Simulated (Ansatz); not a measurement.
# Molecular dynamics of CH7AlO

input.yaml

```yaml
crystal:
  periodic: [false, false, false]
  atoms:
    - { symbol: Al, position_ang: [0.006607, -0.271209, 0.055295] }
    - { symbol: C, position_ang: [-0.038443, -0.154075, 2.225829] }
    - { symbol: H, position_ang: [-0.983702, -0.151746, 2.755869] }
    - { symbol: H, position_ang: [0.741386, -0.484619, 2.902603] }
    - { symbol: H, position_ang: [0.192939, 0.897998, 2.036994] }
    - { symbol: H, position_ang: [1.413391, 0.173888, -0.494205] }
    - { symbol: H, position_ang: [-1.353497, 0.283639, -0.527317] }
    - { symbol: O, position_ang: [-0.091866, -2.06584, 0.479731] }
    - { symbol: H, position_ang: [-0.87109, -2.57804, 0.317198] }
    - { symbol: H, position_ang: [-0.126626, -1.397298, 1.463404] }
basis:
  gaussian: { orbitals: def2-mTZVP }
hamiltonian:
  xc: hf
md:
  timestep: 0.5
  n_steps: 200
  ensemble: nve
  temperature: 100.0
  initial_velocities: maxwell_boltzmann
  seed: 10706
```

Command:

```bash
$ ansatz run input.yaml --threads 1 --pin off --max-ram 2048MiB --backend cpu --events-out ev --progress --plain --runs-dir out
```

It starts at the highest image of a converged band. Of that band: Neighbouring images differ by up to 1.9 eV, so the band resolves the path poorly. A vibrational analysis at the climbing image gives one clearly imaginary mode, 1880i cm⁻¹: a first-order saddle point.

Output, in part (one step line in 7, the closing report, with atoms numbered from 0):

```
md step     0: t =     0.00 fs  T =   100.0 K  F+E_penalty+E_count = -9761.25206013 eV  E_kin = 0.103408 eV  conserved = -9761.14865213 eV  (34 SCF iters)
md step     7: t =     3.50 fs  T =    96.3 K  F+E_penalty+E_count = -9761.24755742 eV  E_kin = 0.099624 eV  conserved = -9761.14793325 eV  (37 SCF iters)
md step    14: t =     7.00 fs  T =   451.7 K  F+E_penalty+E_count = -9761.61449457 eV  E_kin = 0.467054 eV  conserved = -9761.14744090 eV  (36 SCF iters)
md step    21: t =    10.50 fs  T =   366.2 K  F+E_penalty+E_count = -9761.51887872 eV  E_kin = 0.378681 eV  conserved = -9761.14019727 eV  (36 SCF iters)
md step    28: t =    14.00 fs  T =   989.1 K  F+E_penalty+E_count = -9762.17211272 eV  E_kin = 1.022759 eV  conserved = -9761.14935390 eV  (36 SCF iters)
md step    35: t =    17.50 fs  T =  1084.1 K  F+E_penalty+E_count = -9762.26785834 eV  E_kin = 1.121048 eV  conserved = -9761.14681032 eV  (36 SCF iters)
md step    42: t =    21.00 fs  T =  1400.4 K  F+E_penalty+E_count = -9762.59359672 eV  E_kin = 1.448108 eV  conserved = -9761.14548862 eV  (36 SCF iters)
md step    49: t =    24.50 fs  T =  1703.8 K  F+E_penalty+E_count = -9762.91316314 eV  E_kin = 1.761900 eV  conserved = -9761.15126339 eV  (36 SCF iters)
md step    56: t =    28.00 fs  T =  1497.6 K  F+E_penalty+E_count = -9762.69661673 eV  E_kin = 1.548688 eV  conserved = -9761.14792896 eV  (36 SCF iters)
md step    63: t =    31.50 fs  T =  1496.3 K  F+E_penalty+E_count = -9762.69309107 eV  E_kin = 1.547288 eV  conserved = -9761.14580298 eV  (36 SCF iters)
md step    70: t =    35.00 fs  T =  1835.9 K  F+E_penalty+E_count = -9763.04993331 eV  E_kin = 1.898469 eV  conserved = -9761.15146466 eV  (35 SCF iters)
md step    77: t =    38.50 fs  T =  1632.8 K  F+E_penalty+E_count = -9762.83565367 eV  E_kin = 1.688480 eV  conserved = -9761.14717331 eV  (37 SCF iters)
md step    84: t =    42.00 fs  T =  1817.9 K  F+E_penalty+E_count = -9763.02908498 eV  E_kin = 1.879844 eV  conserved = -9761.14924059 eV  (37 SCF iters)
md step    91: t =    45.50 fs  T =  1965.7 K  F+E_penalty+E_count = -9763.18440671 eV  E_kin = 2.032726 eV  conserved = -9761.15168103 eV  (36 SCF iters)
md step    98: t =    49.00 fs  T =  1624.7 K  F+E_penalty+E_count = -9762.82648687 eV  E_kin = 1.680084 eV  conserved = -9761.14640314 eV  (36 SCF iters)
md step   105: t =    52.50 fs  T =  1849.2 K  F+E_penalty+E_count = -9763.06319886 eV  E_kin = 1.912217 eV  conserved = -9761.15098168 eV  (36 SCF iters)
md step   112: t =    56.00 fs  T =  2066.0 K  F+E_penalty+E_count = -9763.28926886 eV  E_kin = 2.136444 eV  conserved = -9761.15282496 eV  (36 SCF iters)
md step   119: t =    59.50 fs  T =  1711.1 K  F+E_penalty+E_count = -9762.91652895 eV  E_kin = 1.769439 eV  conserved = -9761.14709016 eV  (36 SCF iters)
md step   126: t =    63.00 fs  T =  2001.6 K  F+E_penalty+E_count = -9763.22344898 eV  E_kin = 2.069767 eV  conserved = -9761.15368179 eV  (36 SCF iters)
md step   133: t =    66.50 fs  T =  2047.0 K  F+E_penalty+E_count = -9763.26992812 eV  E_kin = 2.116717 eV  conserved = -9761.15321140 eV  (37 SCF iters)
md step   140: t =    70.00 fs  T =  1625.9 K  F+E_penalty+E_count = -9762.82764649 eV  E_kin = 1.681268 eV  conserved = -9761.14637884 eV  (36 SCF iters)
md step   147: t =    73.50 fs  T =  1990.5 K  F+E_penalty+E_count = -9763.21220000 eV  E_kin = 2.058315 eV  conserved = -9761.15388506 eV  (37 SCF iters)
md step   154: t =    77.00 fs  T =  2062.8 K  F+E_penalty+E_count = -9763.28590679 eV  E_kin = 2.133127 eV  conserved = -9761.15277972 eV  (36 SCF iters)
md step   161: t =    80.50 fs  T =  1642.2 K  F+E_penalty+E_count = -9762.84433429 eV  E_kin = 1.698180 eV  conserved = -9761.14615440 eV  (37 SCF iters)
md step   168: t =    84.00 fs  T =  2012.9 K  F+E_penalty+E_count = -9763.23628894 eV  E_kin = 2.081462 eV  conserved = -9761.15482704 eV  (36 SCF iters)
md step   175: t =    87.50 fs  T =  2020.5 K  F+E_penalty+E_count = -9763.24248757 eV  E_kin = 2.089349 eV  conserved = -9761.15313843 eV  (34 SCF iters)
md step   182: t =    91.00 fs  T =  1676.4 K  F+E_penalty+E_count = -9762.88056769 eV  E_kin = 1.733566 eV  conserved = -9761.14700181 eV  (36 SCF iters)
md step   189: t =    94.50 fs  T =  2107.7 K  F+E_penalty+E_count = -9763.33499521 eV  E_kin = 2.179481 eV  conserved = -9761.15551379 eV  (36 SCF iters)
md step   196: t =    98.00 fs  T =  2033.2 K  F+E_penalty+E_count = -9763.25506371 eV  E_kin = 2.102485 eV  conserved = -9761.15257857 eV  (35 SCF iters)
md step   200: t =   100.00 fs  T =  1902.9 K  F+E_penalty+E_count = -9763.11818361 eV  E_kin = 1.967799 eV  conserved = -9761.15038423 eV  (35 SCF iters)
Total energy: -9763.11818361 eV, -358.7879755684 hartree
Atom 0 at     0.044183    -0.794298    -0.627653 Å, force     0.954030     1.156742    -0.292979 eV/Å
Atom 1 at    -0.079513     1.098243     4.903321 Å, force     2.029410    -2.281767    -0.511882 eV/Å
Atom 2 at    -0.194378     1.967237     5.539856 Å, force     0.431363    -0.153467    -0.141040 eV/Å
Atom 3 at     0.108553     1.341504     3.853862 Å, force    -0.351489     0.492532     0.429129 eV/Å
Atom 4 at    -0.996462     0.501154     4.939863 Å, force     0.510913     0.095491     0.152006 eV/Å
Atom 5 at     1.544949    -0.300631    -0.428409 Å, force    -0.227407    -0.205463     0.206948 eV/Å
Atom 6 at    -1.036215     0.342142    -0.810569 Å, force    -0.291718    -0.270129     0.121612 eV/Å
Atom 7 at    -0.147601    -2.421574    -0.916494 Å, force     0.753401     0.079120     0.409872 eV/Å
Atom 8 at    -0.922640    -2.790672    -1.249383 Å, force    -1.188782    -0.761084    -0.444824 eV/Å
Atom 9 at     0.877175     0.408831     5.146844 Å, force    -2.619721     1.848024     0.071158 eV/Å
Dipole moment:    -0.365117    -0.030948    -0.001394 e Å
```

All steps were run. The conserved energy stayed within 1.1 meV per atom of its start (net change -0.17 meV per atom), so the integration is sound. The kinetic energy rose, since the run started high on the potential surface and went downhill. It ends in pieces (AlH3O + CH4), so much of that is their flight and rotation, not heat. A run of 0.1 ps of so small a system gives no equilibrium averages. The orbitals stay closed-shell, which can raise the energy where a bond breaks towards radicals; this wasn't checked here.

Between its relaxed ends the band would form C2–H10 and break Al1–C2, O8–H10. These pairs go: C2–H10 1.46 → 1.20 Å, Al1–C2 2.17 → 5.85 Å, O8–H10 1.19 → 6.77 Å. In the last frame they stand as after the step (other bonds may differ from the relaxed reactants and products). Also parted: Al1–H10 1.81 → 5.96 Å. It ends as AlH3O + CH4. Pairs count as bonded within 1.25 times the sum of covalent radii (0.12 Å more for H–H).

Last frame:

```xyz
10
Properties=species:S:1:pos:R:3
Al 0.044 -0.794 -0.628
C -0.080 1.098 4.903
H -0.194 1.967 5.540
H 0.109 1.341 3.854
H -0.997 0.501 4.940
H 1.545 -0.301 -0.428
H -1.036 0.342 -0.811
O -0.148 -2.422 -0.916
H -0.923 -2.791 -1.249
H 0.877 0.409 5.147
```

Time of the run: 3.2 min on 1 thread of Arm Neoverse V2 (shared host), peak memory 0.14 GiB.
